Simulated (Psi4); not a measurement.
# One shape, several levels: triplet [NO2]−

Wanted: a comparison of 5 runs (UB3LYP/6-31G*, U-wB97X-V/def2-TZVPPD, UTPSSh/def2-TZVPPD, UMP3/def2-TZVPPD) of triplet [NO2]−. 

The results are computed with Psi4 1.11.

**1. The molecule**

[NO2]− has 3 atoms, charge -1, and is taken as a triplet. As SMILES of the parent species, `O=N[O-]`. The coordinates come from a PBE0-D4/def2-TZVPD relaxation. That shape belongs to the parent species and isn't relaxed for this state.

Bond lengths: O1–N2 1.245 Å, N2–O3 1.245 Å. Angles: O1–N2–O3 116.8°.

**2. The energy at UB3LYP/6-31G(d) (spherical functions) (run 1)**

The input, input.inp:

```
memory 2200 mb

molecule molecule1 {
  -1 3
  O      0.322840     0.992650     0.287620
  N      0.325750    -0.245400     0.151990
  O     -0.648590    -0.747260    -0.439610
  symmetry c1
  no_reorient
  no_com
}

set basis 6-31G*
set reference uks
set puream true
set e_convergence 1e-09
set d_convergence 1e-08
set scf_type pk
set dft_radial_points 99
set dft_spherical_points 590
set maxiter 100

e, wfn = energy("b3lyp", return_wfn=True)
oeprop(wfn, "LOWDIN_CHARGES", "WIBERG_LOWDIN_INDICES", "MAYER_INDICES", title="B3LYP")
```

The run is started by

```bash
psi4 input.inp input.out -n 1
```

input.out:

```text
[...]
  Running in c1 symmetry.
[...]
  Nuclear repulsion =   63.552463700874924
[...]
  Multiplicity = 3
[...]
  Nalpha       = 13
  Nbeta        = 11
[...]
    Number of basis functions: 42
[...]
   @UKS iter   1:  -204.88739157721264   -2.41998e-01   1.42729e-02 DIIS/ADIIS
[...]
   @UKS iter  11:  -205.02718697786079   -1.90425e-11   9.16507e-09 DIIS
[...]
   @S^2 Observed:                2.006744145E+00
[...]
    Orbital Energies [Eh]
    ---------------------
    Alpha Occupied:
       1A    -18.858623     2A    -18.858557     3A    -14.146279
       4A     -0.879211     5A     -0.713240     6A     -0.336838
       7A     -0.199086     8A     -0.197975     9A     -0.193616
      10A     -0.027005    11A      0.003498    12A      0.026421
      13A      0.155740
    Alpha Virtual:
      14A      0.581726    15A      0.599997    16A      0.900883
      17A      0.922055    18A      0.933790    19A      1.016873
      20A      1.142581    21A      1.156035    22A      1.190610
      23A      1.210419    24A      1.216124    25A      1.296856
[...]
  @UKS Final Energy:  -205.02718697786079
   => Energetics <=
    Nuclear Repulsion Energy =             63.5524637008749238
    One-Electron Energy =                -414.8092064782423449
    Two-Electron Energy =                 165.9391938665104931
    DFT Exchange-Correlation Energy =     -19.7096380670038585
    Empirical Dispersion Energy =           0.0000000000000000
    VV10 Nonlocal Energy =                  0.0000000000000000
    Total Energy =                       -205.0271869778607936
  UHF NO Occupations:
  HONO-2 :   11  A 1.9986649
  HONO-1 :   12  A 1.0000000
[...]
 Multipole Moments:
 ------------------------------------------------------------------------------------
     Multipole            Electronic (a.u.)      Nuclear  (a.u.)        Total (a.u.)
 ------------------------------------------------------------------------------------
 L = 1.  Multiply by 2.5417464519 to convert [e a0] to [Debye]
 Dipole X            :          0.7719357           -0.6155783            0.1563575
 Dipole Y            :         -0.5813534            0.4635876           -0.1177658
 Dipole Z            :          0.3601753           -0.2872195            0.0729558
 Magnitude           :                                                    0.2088995
[...]
```

Run time: 8.7 s. Hardware: 1 thread of Intel Xeon Platinum 8259CL at 2.50GHz (Skylake/Cascade Lake), shared host; peak memory 0.4 GiB.

**3. Energy and forces at UB3LYP/6-31G(d) (Cartesian functions) (run 2)**

The input, no2.json:

```json
{
  "schema_name": "qcschema_input",
  "schema_version": 1,
  "molecule": {
    "schema_name": "qcschema_molecule",
    "schema_version": 2,
    "symbols": ["O", "N", "O"],
    "geometry": [0.61007918, 1.87583664, 0.54352303, 0.61557829, -0.46373879, 0.28721947, -1.22565747, -1.41211674, -0.8307425],
    "molecular_charge": -1,
    "molecular_multiplicity": 3,
    "fix_symmetry": "c1",
    "fix_com": true,
    "fix_orientation": true
  },
  "driver": "gradient",
  "model": {
    "method": "b3lyp",
    "basis": "6-31G*"
  },
  "keywords": {
    "reference": "uks",
    "puream": false,
    "e_convergence": 1e-09,
    "d_convergence": 1e-08,
    "scf_type": "pk",
    "dft_radial_points": 99,
    "dft_spherical_points": 590,
    "maxiter": 100
  }
}
```

The run is started by

```bash
psi4 --qcschema no2.json -n 1 --memory 2200MB
```

stdout:

```text
[...]
  Running in c1 symmetry.
[...]
  Nuclear repulsion =   63.552463687513523
[...]
  Multiplicity = 3
[...]
  Nalpha       = 13
  Nbeta        = 11
[...]
    Number of basis functions: 45
[...]
   @UKS iter   1:  -204.89216099315172   -2.45553e-01   1.35004e-02 ADIIS/DIIS
[...]
   @UKS iter  11:  -205.03261613371936   -2.49258e-11   8.62959e-09 DIIS
[...]
   @S^2 Observed:                2.006781749E+00
[...]
    Orbital Energies [Eh]
    ---------------------
    Alpha Occupied:
       1A    -18.864011     2A    -18.863998     3A    -14.152654
       4A     -0.880691     5A     -0.714870     6A     -0.339082
       7A     -0.200439     8A     -0.200072     9A     -0.195269
      10A     -0.028615    11A      0.001743    12A      0.024501
      13A      0.154226
    Alpha Virtual:
      14A      0.580252    15A      0.598607    16A      0.882882
      17A      0.915233    18A      0.931459    19A      0.932647
      20A      1.113554    21A      1.134787    22A      1.162541
      23A      1.209058    24A      1.214703    25A      1.294895
[...]
  @UKS Final Energy:  -205.03261613371936
   => Energetics <=
    Nuclear Repulsion Energy =             63.5524636875135229
    One-Electron Energy =                -414.7669977843022480
    Two-Electron Energy =                 165.8736334272255988
    DFT Exchange-Correlation Energy =     -19.6917154641562355
    Empirical Dispersion Energy =           0.0000000000000000
    VV10 Nonlocal Energy =                  0.0000000000000000
    Total Energy =                       -205.0326161337193582
  UHF NO Occupations:
  HONO-2 :   11  A 1.9986613
  HONO-1 :   12  A 1.0000000
[...]
 Multipole Moments:
 ------------------------------------------------------------------------------------
     Multipole            Electronic (a.u.)      Nuclear  (a.u.)        Total (a.u.)
 ------------------------------------------------------------------------------------
 L = 1.  Multiply by 2.5417464519 to convert [e a0] to [Debye]
 Dipole X            :          0.7670847           -0.6155783            0.1515064
 Dipole Y            :         -0.5776990            0.4635877           -0.1141114
 Dipole Z            :          0.3579119           -0.2872195            0.0706924
 Magnitude           :                                                    0.2024179
[...]
  -Total Gradient:
     Atom            X                  Y                   Z
    ------   -----------------  -----------------  -----------------
       1       -0.039484274181    -0.089412624143    -0.031630660356
       2       -0.014683550182     0.011070141115    -0.006850167043
       3        0.054170942787     0.078340134069     0.038482282435
[...]
```

The result, in JSON:

```text
{
 "driver": "gradient",
 "model": {
  "method": "b3lyp",
  "basis": "6-31G*"
 },
 "success": true,
 "return_result": [-0.039484274181026784, -0.08941262414295936, -0.03163066035558935, -0.014683550181773058, 0.011070141115178622, -0.006850167043388367, 0.05417094278746837, 0.0783401340691073, 0.038482282435153836],
 "properties": {
  "calcinfo_nbasis": 45,
  "calcinfo_nmo": 45,
  "calcinfo_nalpha": 13,
  "calcinfo_nbeta": 11,
  "calcinfo_natom": 3,
  "nuclear_repulsion_energy": 63.55246368751352,
  "return_energy": -205.03261613371936,
  "return_gradient": [-0.039484274181026784, -0.08941262414295936, -0.03163066035558935, -0.014683550181773058, 0.011070141115178622, -0.006850167043388367, 0.05417094278746837, 0.0783401340691073, 0.038482282435153836],
  "scf_one_electron_energy": -414.76699778430225,
  "scf_two_electron_energy": 165.8736334272256,
  "scf_xc_energy": -19.691715464156236,
  "scf_dipole_moment": [0.15150644819781844, -0.11411135669406491, 0.0706924260247796],
  "scf_total_energy": -205.03261613371936,
  "scf_total_gradient": [-0.039484274181026784, -0.08941262414295936, -0.03163066035558935, -0.014683550181773058, 0.011070141115178622, -0.006850167043388367, 0.05417094278746837, 0.0783401340691073, 0.038482282435153836],
  "scf_iterations": 11
 }
}
```

Run time: 10 s. Hardware: 1 thread of Intel Xeon Platinum 8259CL at 2.50GHz (Skylake/Cascade Lake), shared host; peak memory 0.42 GiB.

Run 3 isn't shown in full; the table further down has it.

**4. Energy and gradient at UTPSSh/def2-TZVPPD (run 4)**

The input, no2.xyz:

```xyz
3
NO2
O      0.322840     0.992650     0.287620
N      0.325750    -0.245400     0.151990
O     -0.648590    -0.747260    -0.439610
```

The input, calc.py:

```python
import psi4

psi4.set_memory('2200 MB')
psi4.set_num_threads(1)
psi4.core.set_output_file('psi4.out', False)

with open('no2.xyz') as f:
    atoms = ''.join(f.readlines()[2:])
molecule = psi4.geometry('-1 3\n' + atoms + 'symmetry c1\nno_reorient\nno_com')

psi4.set_options({
    'basis': 'def2-TZVPPD',
    'reference': 'uks',
    'puream': True,
    'e_convergence': 1e-09,
    'd_convergence': 1e-08,
    'scf_type': 'pk',
    'dft_radial_points': 99,
    'dft_spherical_points': 590,
    'maxiter': 100,
})

E = psi4.gradient('TPSSH')
print('gradient / Eh bohr^-1')
print(E.np.round(6))
for k, v in sorted(psi4.core.scalar_variables().items()):
    print(f'{k:45s} {v:18.10f}')
```

The run is started by

```bash
python calc.py
```

psi4.out:

```text
[...]
  Running in c1 symmetry.
[...]
  Nuclear repulsion =   63.552463700874924
[...]
  Multiplicity = 3
[...]
  Nalpha       = 13
  Nbeta        = 11
[...]
    Number of basis functions: 117
[...]
   @UKS iter   1:  -204.96337544814395   -1.98412e-01   5.89284e-03 ADIIS/DIIS
[...]
   @UKS iter  13:  -205.15749009545843   -2.98428e-12   2.14433e-09 DIIS
[...]
   @S^2 Observed:                2.009264238E+00
[...]
    Orbital Energies [Eh]
    ---------------------
    Alpha Occupied:
       1A    -18.822574     2A    -18.822571     3A    -14.110126
       4A     -0.900975     5A     -0.737330     6A     -0.365942
       7A     -0.225836     8A     -0.225713     9A     -0.220527
      10A     -0.055679    11A     -0.028434    12A     -0.007468
      13A      0.121298
    Alpha Virtual:
      14A      0.193449    15A      0.196254    16A      0.224053
      17A      0.231218    18A      0.257452    19A      0.258961
      20A      0.271484    21A      0.350224    22A      0.372811
      23A      0.482421    24A      0.491170    25A      0.528296
[...]
  @UKS Final Energy:  -205.15749009545843
   => Energetics <=
    Nuclear Repulsion Energy =             63.5524637008749238
    One-Electron Energy =                -413.8734509584523380
    Two-Electron Energy =                 167.1193538056173793
    DFT Exchange-Correlation Energy =     -21.9558566434983682
    Empirical Dispersion Energy =           0.0000000000000000
    VV10 Nonlocal Energy =                  0.0000000000000000
    Total Energy =                       -205.1574900954584280
  UHF NO Occupations:
  HONO-2 :   11  A 1.9982828
  HONO-1 :   12  A 1.0000000
[...]
 Multipole Moments:
 ------------------------------------------------------------------------------------
     Multipole            Electronic (a.u.)      Nuclear  (a.u.)        Total (a.u.)
 ------------------------------------------------------------------------------------
 L = 1.  Multiply by 2.5417464519 to convert [e a0] to [Debye]
 Dipole X            :          0.7764028           -0.6155783            0.1608246
 Dipole Y            :         -0.5847138            0.4635876           -0.1211261
 Dipole Z            :          0.3622601           -0.2872195            0.0750406
 Magnitude           :                                                    0.2148655
[...]
  -Total Gradient:
     Atom            X                  Y                   Z
    ------   -----------------  -----------------  -----------------
       1       -0.037181187083    -0.071308546431    -0.028357028839
       2       -0.003694589591     0.002790495409    -0.001723034984
       3        0.040880861631     0.068514221324     0.030082436490
[...]
```

The script printed:

```text
gradient / Eh bohr^-1
[[-0.037181 -0.071309 -0.028357]
 [-0.003695  0.00279  -0.001723]
 [ 0.040881  0.068514  0.030082]]
CURRENT ENERGY                                   -205.1574900955
CURRENT REFERENCE ENERGY                         -205.1574900955
DD SOLVATION ENERGY                                 0.0000000000
DFT FUNCTIONAL TOTAL ENERGY                      -205.1574900955
DFT TOTAL ENERGY                                 -205.1574900955
DFT VV10 ENERGY                                     0.0000000000
DFT XC ENERGY                                     -21.9558566435
GRID ELECTRONS ALPHA                               12.9999999418
GRID ELECTRONS BETA                                10.9999999624
GRID ELECTRONS TOTAL                               23.9999999042
NUCLEAR REPULSION ENERGY                           63.5524637009
ONE-ELECTRON ENERGY                              -413.8734509585
PCM POLARIZATION ENERGY                             0.0000000000
PE ENERGY                                           0.0000000000
SCF ITERATION ENERGY                             -205.1574900955
SCF ITERATIONS                                     13.0000000000
SCF TOTAL ENERGY                                 -205.1574900955
TWO-ELECTRON ENERGY                               167.1193538056
XC GRID RADIAL POINTS                              99.0000000000
XC GRID SPHERICAL POINTS                          590.0000000000
XC GRID TOTAL POINTS                           172397.0000000000
```

It took 79 s on 1 thread of Intel Xeon Platinum 8259CL at 2.50GHz (Skylake/Cascade Lake), shared host; peak memory 0.71 GiB.

**5. A single-point energy at UMP3/def2-TZVPPD (run 5)**

no2.xyz is that of step 4.

The input, job.py:

```python
import psi4

psi4.set_memory('2200 MB')
psi4.set_num_threads(1)
psi4.set_output_file('psi4.out', False)

with open('no2.xyz') as f:
    atoms = ''.join(f.readlines()[2:])
geom = psi4.geometry('-1 3\n' + atoms + 'symmetry c1')

psi4.set_options({
    'reference': 'uhf',
    'puream': True,
    'e_convergence': 1e-09,
    'd_convergence': 1e-08,
    'scf_type': 'pk',
    'num_frozen_docc': 3,
    'maxiter': 100,
    'mp_type': 'conv',
})

E, wfn = psi4.energy("mp3/def2-TZVPPD", return_wfn=True)
print('E =', round(E, 9))
```

The run is started by

```bash
python job.py
```

psi4.out:

```text
[...]
  Running in c1 symmetry.
[...]
  Nuclear repulsion =   63.552463700874910
[...]
  Multiplicity = 3
[...]
  Nalpha       = 13
  Nbeta        = 11
[...]
    Number of basis functions: 117
[...]
   @UHF iter   1:  -203.99379204932410   -7.67498e-01   4.43662e-03 DIIS/ADIIS
[...]
   @UHF iter  17:  -204.10880943713863   -3.18323e-12   3.45142e-09 DIIS
[...]
   @S^2 Observed:                2.052178508E+00
[...]
    Orbital Energies [Eh]
    ---------------------
    Alpha Occupied:
       1A    -20.321702     2A    -20.321674     3A    -15.466636
       4A     -1.306833     5A     -1.104805     6A     -0.685778
       7A     -0.498739     8A     -0.468214     9A     -0.446231
      10A     -0.279787    11A     -0.231302    12A     -0.218081
      13A     -0.091873
    Alpha Virtual:
      14A      0.240466    15A      0.245090    16A      0.287145
      17A      0.293258    18A      0.311284    19A      0.314526
      20A      0.337239    21A      0.426889    22A      0.454759
      23A      0.597115    24A      0.599414    25A      0.658254
[...]
  @UHF Final Energy:  -204.10880943713863
   => Energetics <=
    Nuclear Repulsion Energy =             63.5524637008749096
    One-Electron Energy =                -413.7451828597547774
    Two-Electron Energy =                 146.0839097217412359
    Total Energy =                       -204.1088094371386319
  UHF NO Occupations:
  HONO-2 :   11  A 1.9890911
  HONO-1 :   12  A 1.0000000
  HONO-0 :   13  A 1.0000000
  LUNO+0 :   14  A 0.0109089
  LUNO+1 :   15  A 0.0055524
[...]
 Multipole Moments:
 ------------------------------------------------------------------------------------
     Multipole            Electronic (a.u.)      Nuclear  (a.u.)        Total (a.u.)
 ------------------------------------------------------------------------------------
 L = 1.  Multiply by 2.5417464519 to convert [e a0] to [Debye]
 Dipole X            :          0.2855074           -0.0026610            0.2828464
 Dipole Y            :         -0.1962272            0.0018292           -0.1943980
 Dipole Z            :         -0.0000000           -0.0000000           -0.0000000
 Magnitude           :                                                    0.3432093
[...]
	SCS-MP2 Total Energy (a.u.)        :  -204.73036248629271
	SOS-MP2 Total Energy (a.u.)        :  -204.71670854822057
[...]
	SOS-PI-MP2 Total Energy (a.u.)     :  -204.76347001830379
[...]
	MP2 Total Energy (a.u.)            :  -204.75767036243698
[...]
	SCS-MP3 Total Energy (a.u.)        :  -204.72824122728713
[...]
	MP3 Total Energy (a.u.)            :  -204.74918532641470
[...]
```

Standard output:

```text
E = -204.749185326
```

Run time: 49 s. Hardware: 1 thread of Intel Xeon Platinum 8259CL at 2.50GHz (Skylake/Cascade Lake), shared host; peak memory 2.1 GiB.

**6. The series**

| run | level | task | Cartesian functions | energy (Eh) | HOMO energy (eV) | LUMO energy (eV) | ⟨S²⟩ | wall time |
| --- | --- | --- | --- | --- | --- | --- | --- | --- |
| 1 | UB3LYP/6-31G* (spherical functions) | energy | no | -205.027187 | 4.24 | 4.74 | 2.007 | 8.7 s |
| 2 | UB3LYP/6-31G* (Cartesian functions) | gradient | yes | -205.032616 | 4.20 | 4.67 | 2.007 | 10 s |
| 3 | U-wB97X-V/def2-TZVPPD | energy | no | -205.084574 | -0.08 | 5.38 | 2.012 | 66 s |
| 4 | UTPSSh/def2-TZVPPD | gradient | no | -205.157490 | 3.30 | – | 2.009 | 79 s |
| 5 | UMP3/def2-TZVPPD | energy | no | -204.749185 | -2.50 | 6.54 | 2.052 | 49 s |

**7. What came out**

| quantity | value |
| --- | --- |
| run 5: total energy | -204.74919 Eh |
| run 5: HOMO energy (Hartree–Fock orbitals) (highest over α and β) | -2.50 eV |
| run 5: LUMO energy (Hartree–Fock orbitals) (lowest over α and β) | 6.54 eV |
| run 5: correlation energy (3 core orbitals frozen) | -640.4 mEh |
| run 5: ⟨S²⟩ of the reference determinant | 2.052 |

Totals of different functionals can't be ranked against each other. In runs 1, 2, 4 the HOMO lies above zero, from self-interaction, a short basis or an electron that isn't bound. All runs together took 3.5 min, the longest 79 s.
